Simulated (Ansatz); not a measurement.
# SiH3 (SMILES [SiH3]) at 6 levels

We compute a comparison of 6 runs (U-r2SCAN/3-21G, UBHLYP/3-21G, UPBE/3-21G, U-wB97M-V/6-31G*, UBCCD(T)/6-31G*, UCCSD(T)/3-21G) of SiH3. 

Program for the calculation: Ansatz 0.2.0.

61 further runs of the same task are left out: 61 set aside as unsound or not needed.

**1. The molecule**

The species is SiH3 (4 atoms), meant as a doublet with charge 0. As SMILES, `[SiH3]`. The H2–Si1 distance was set to 2.897 Å, away from the relaxed value. At this shape a bond of the SMILES string is far longer than usual.

Bond lengths: Si1–H3 1.449 Å, Si1–H4 1.448 Å. Angles: H3–Si1–H4 115.3°.

**2. The energy at U-r2SCAN/3-21G (run 1)**

The input, in.yaml:

```yaml
crystal:
  periodic: [false, false, false]
  atoms:
    - {symbol: Si, position_ang: [-0.173985, -0.699571, -1.335804]}
    - {symbol: H, position_ang: [0.587110, 0.661780, 1.105640]}
    - {symbol: H, position_ang: [-0.575505, -2.082261, -1.177324]}
    - {symbol: H, position_ang: [-0.979255, 0.078039, -2.254654]}
basis:
  gaussian:
    orbitals: 3-21G.json
accuracy: high
total_charge: 0
hamiltonian:
  xc: r2scan
magnetization:
  spin_polarized: true
  initial_magnetization: 1
```

The basis set 3-21G is read from a file made from the Basis Set Exchange's data (not shown).

Started as:

```
ansatz run in.yaml --threads 1 --pin off --max-ram 2610MiB --events-out events.jsonl --progress --plain --runs-dir runs
```

The program printed:

```text
Warning: RAYON_NUM_THREADS=1 ignored (pool sized by the plan → 1); use --threads N
Functional definition: r2SCAN
  name "r2SCAN"
  parameter k0 = 0.174
  parameter k1 = 0.065
  parameter a1 = 4.9479
  exchange = r2scan_x(k0 = k0, k1 = k1, a1 = a1)
  correlation = r2scan_c
370 factors; integrals over basis functions are off by at most 3.8e-9 eV
mean field evaluation 1: about -7877.4181 eV, gradient 4.1e0 eV
mean field evaluation 2: about -7876.4514 eV, gradient 8.9e0 eV
mean field evaluation 4: about -7877.9105 eV, gradient 9.7e-1 eV
mean field evaluation 8: about -7878.0033 eV, gradient 2.9e-2 eV
mean field evaluation 16: about -7878.0033 eV, gradient 5.0e-5 eV
mean field evaluation 32: about -7877.9741 eV, gradient 4.5e-7 eV
mean field -7878.00331140 eV, -289.5112817916 hartree, gradient 6.6e-8 eV, S^2 1.182742; 1 other end points of the search recorded, 0 dependent functions left out
reference -7878.00331291 eV, -289.5112818471 hartree; 9, 8 occupied and 10, 11 virtual orbitals, 370 factors
Total energy: -7878.00331291 eV, -289.5112818471 hartree
```

Wall time 4.2 s (1 thread of Arm Neoverse V2, shared host); peak memory 0.17 GiB.

**3. A single-point energy at UBHLYP/3-21G (run 2)**

Changes to in.yaml since step 2:

```diff
@@ -10,6 +10,2 @@
     orbitals: 3-21G.json
-accuracy: high
-total_charge: 0
-hamiltonian:
-  xc: r2scan
 magnetization:
@@ -17 +13,4 @@
   initial_magnetization: 1
+hamiltonian:
+  xc: {name: BHLYP}
+accuracy: high
```

The basis set 3-21G is read from a file made from the Basis Set Exchange's data (not shown).

Started as:

```
ansatz run in.yaml --threads 1 --pin off --max-ram 2610MiB --events-out events.jsonl --progress --plain --runs-dir runs
```

The program printed:

```text
Warning: RAYON_NUM_THREADS=1 ignored (pool sized by the plan → 1); use --threads N
Functional definition: BHLYP
  name "BHLYP"
  parameter a = 0.5
  exchange = (1 - a)*b88_x + a*exact_x
  correlation = lyp_c
370 factors; integrals over basis functions are off by at most 3.8e-9 eV
mean field evaluation 1: about -7878.3620 eV, gradient 4.6e0 eV
mean field evaluation 2: about -7878.6568 eV, gradient 4.3e0 eV
mean field evaluation 4: about -7879.1608 eV, gradient 1.1e0 eV
mean field evaluation 8: about -7879.2446 eV, gradient 3.8e-2 eV
mean field evaluation 16: about -7879.2448 eV, gradient 7.3e-5 eV
mean field evaluation 32: about -7879.0164 eV, gradient 3.0e-4 eV
mean field -7879.24477997 eV, -289.5569049199 hartree, gradient 4.9e-8 eV, S^2 1.158653; 2 other end points of the search recorded, 0 dependent functions left out
reference -7879.24480093 eV, -289.5569056903 hartree; 9, 8 occupied and 10, 11 virtual orbitals, 370 factors
Total energy: -7879.24480093 eV, -289.5569056903 hartree
```

It took 1.8 s on 1 thread of Arm Neoverse V2, shared host; peak memory 0.11 GiB.

Runs 3 to 5 aren't shown in full; the table further down has their settings and results.

**4. The energy at UCCSD(T)/3-21G (run 6)**

The input, job.yaml:

```yaml
crystal:
  periodic: [false, false, false]
  atoms:
    - {symbol: Si, position_ang: [-0.173985, -0.699571, -1.335804]}
    - {symbol: H, position_ang: [0.587110, 0.661780, 1.105640]}
    - {symbol: H, position_ang: [-0.575505, -2.082261, -1.177324]}
    - {symbol: H, position_ang: [-0.979255, 0.078039, -2.254654]}
basis:
  gaussian:
    orbitals: 3-21G.json
magnetization:
  spin_polarized: true
  initial_magnetization: 1
correlation:
  method: ccsd_t
  frozen_orbitals: {H: 0, Si: 5}
accuracy: high
scf:
  omitted_lower_state_checks: [cluster_reference, increment]
```

The basis set 3-21G is read from a file made from the Basis Set Exchange's data (not shown).

Started as:

```
ansatz run job.yaml --threads 1 --pin off --max-ram 2610MiB --events-out events.jsonl --progress --plain --runs-dir runs
```

The program printed:

```text
Warning: RAYON_NUM_THREADS=1 ignored (pool sized by the plan → 1); use --threads N
[... 13 lines left out ...]
5 core orbitals not correlated: weight in the atoms' cores, before any rotation towards them, 1.000 or more for the frozen orbitals, at most 0.000 for the correlated occupied ones
[... 53 lines left out ...]
Total energy: -7865.24847878 eV, -289.0425503384 hartree
Checks for a lower state left out: cluster_reference, increment
```

Run time: 0.26 s. Hardware: 1 thread of Arm Neoverse V2, shared host.

**5. All runs side by side**

| run | level | frozen core orbitals | energy (Eh) | ⟨S²⟩ | wall time |
| --- | --- | --- | --- | --- | --- |
| 1 | U-r2SCAN/3-21G | – | -289.511282 | 1.183 | 4.2 s |
| 2 | UBHLYP/3-21G | – | -289.556906 | 1.159 | 1.8 s |
| 3 | UPBE/3-21G | – | -289.395916 | 1.041 | 1.7 s |
| 4 | U-wB97M-V/6-31G* (spherical functions) | – | -291.039980 | 0.996 | 21 s |
| 5 | UBCCD(T)/6-31G* (spherical functions) | 5 | -290.581138 | 1.331 | 0.52 s |
| 6 | UCCSD(T)/3-21G | 5 | -289.042550 | 1.642 | 0.26 s |

**6. Results**

| quantity | value |
| --- | --- |
| run 6: total energy | -289.04255 Eh |
| run 6: correlation energy (5 core orbitals frozen) | -61.2 mEh |
| run 6: (T) correction | -2.27 mEh |
| run 6: ⟨S²⟩ of the reference determinant | 1.642 |
| run 6: T1 diagnostic | 0.071 |

**Reading.** Totals of different functionals can't be ranked against each other. Spin contamination of the reference: run 6 ⟨S²⟩ = 1.64, run 5 ⟨S²⟩ = 1.33, run 1 ⟨S²⟩ = 1.18, run 2 ⟨S²⟩ = 1.16, run 3 ⟨S²⟩ = 1.04, run 4 ⟨S²⟩ = 1.00. Where it is this large, the reference is a mixture of spin states, and values that rest on it are in doubt. All runs together took 29 s, the longest 21 s.
